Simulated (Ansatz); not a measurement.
Basis-set extrapolation for AlH3NO (`[NH2][Al][OH]`) radical (PBE0-D4/def2-TZVP geometry, frozen core, Ansatz 0.2.0). Multiplicity 2, UHF reference.

|  | def2-TZVPP | def2-QZVPP |
| --- | --- | --- |
| HF | -373.113155 | -373.127514 |
| MP2 correlation | -0.517060 | -0.557662 |
| CCSD(T) correlation | -0.548996 | not run |

Energies in hartree. Use E(X) = E(∞) + A·exp(−7.88·√X) for Hartree–Fock and E(X) = E(∞) + B·X^(−2.97) for correlation, with X = 3 and 4, and add CCSD(T) minus MP2 of the smaller set to the MP2 limit.

Question: What is the CCSD(T) energy at the basis-set limit?

Answer: HF limit: -373.127514 + (-0.014359) × 0.13774 = -373.12949. MP2 limit: -0.557662 + (-0.040602) × 0.74074 = -0.58774. Higher-order term: -0.548996 − (-0.517060) = -0.03194. Total: -373.74917 hartree, 228.5 kJ/mol below CCSD(T)/def2-TZVPP.
